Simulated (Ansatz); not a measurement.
Molecule (SMILES): S (H2S).
Atoms: S1, H2, H3. Bonds: S1-H2, S1-H3.

Basis-set convergence of the harmonic zero-point energy at MP2 with Ansatz (a program for electronic structure). Each level at its own minimum, finite differences of forces, unscaled; the reference is a large set that could be run, not a limit. Cartesian d functions, on some or all atoms, in 6-31G*, 6-311+G**; all else is spherical. Cores are frozen. No added dispersion term, no relativity. Reference: the value in pcseg-3, 9.73 kcal/mol. Deviations are taken from unrounded values.

```
basis              functions  harmonic zero-point energy (kcal/mol)  minus reference (kcal/mol)
-----------------  ---------  -------------------------------------  --------------------------
3-21G                     17                                   8.91                       -0.81
6-31G                     17                                   9.01                       -0.72
pcseg-0                   17                                   8.85                       -0.87
6-31G*                    23                                   9.86                        0.14
def2-SVP                  28                                   9.86                        0.14
cc-pV(D+d)Z               33                                   9.79                        0.07
6-311+G**                 43                                   9.83                        0.11
aug-pcseg-1               45                                   9.79                        0.06
aug-cc-pV(D+d)Z           50                                   9.66                       -0.06
pcseg-2                   62                                   9.81                        0.09
def2-TZVPD                64                                   9.69                       -0.04
cc-pV(T+d)Z               67                                   9.72                        0.00
jun-cc-pV(T+d)Z           76                                   9.71                       -0.02
6-311++G(3df,3pd)         83                                   9.74                        0.01
def2-TZVPPD               85                                   9.72                        0.00
aug-pcseg-2               96                                   9.71                       -0.01
cc-pV(Q+d)Z              124                                   9.73                        0.00
def2-QZVPP               130                                   9.73                        0.00
```
